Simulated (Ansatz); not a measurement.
## One elementary step

Start structure (SiH7OF, closed shell), relaxed at PBE0-D4/def2-TZVP:

```
10
angstrom
Si -0.9765 0.3743 -1.4178
H -0.2795 -0.8003 -0.8212
H -1.7608 -0.1331 -2.5757
H -1.9023 0.9597 -0.4217
H 0.0188 1.3610 -1.8922
H 0.9775 0.5912 1.2880
F 0.6747 1.4460 1.0165
H 0.9755 -1.4752 0.8507
O 1.3401 -0.9799 1.5914
H 0.9325 -1.3437 2.3819
```

The step: SiH₄ + H₂O + HF → SiH₃F ([F][SiH3]) + H₂O + H₂; bonds formed: Si1–F7, H2–H8, H6–O9; bonds broken: Si1–H2, H6–F7, H8–O9. Ansatz 0.2.0; basis: def2-TZVPP and def2-QZVPP; cores frozen in the correlated methods. Extrapolation: Hartree–Fock as exp(−7.88 √X), correlation as X^−2.97. Energies below are by CCSD(T) at an estimated basis limit (MP2 extrapolated from triple and quadruple zeta, plus CCSD(T) − MP2 in triple zeta).

Problem. What are the electronic barrier and the energy of the step, from the start structure to the end structure? (An estimate is asked for; the value comes from the calculation.)

Solution. By the calculation: Barrier 1.520 eV; step energy -0.798 eV (downhill); reverse barrier, their difference, 2.318 eV. Barrier and step energy count from the start structure, the reverse barrier from the end structure.

The saddle point: One imaginary mode of 860i cm⁻¹.
```tsv
pair	start (Å)	saddle (Å)	end (Å)
Si1–F7	3.13	1.82	1.61
H2–H8	2.20	1.03	0.75
H6–O9	1.64	1.04	0.96
Si1–H2	1.49	1.65	4.67
H6–F7	0.95	1.41	2.26
H8–O9	0.96	1.19	2.54
```

Zero-point energy (harmonic, PBE0-D4): ZPE is 1.847 eV at the start and 1.815 eV at the saddle, so the barrier goes from 1.520 to 1.488 eV.

T1 diagnostic: at most 0.012.

Labels in which every atom is bracketed show which atoms are joined, not bond orders.

For scale, one of the runs: CCSD(T)/def2-TZVPP, 202 basis functions (an equivalent command: `ansatz run in.yaml --threads 4`). Hardware: 4 CPU threads, shared host. Wall time 41 s; peak host memory 2.6 GiB.
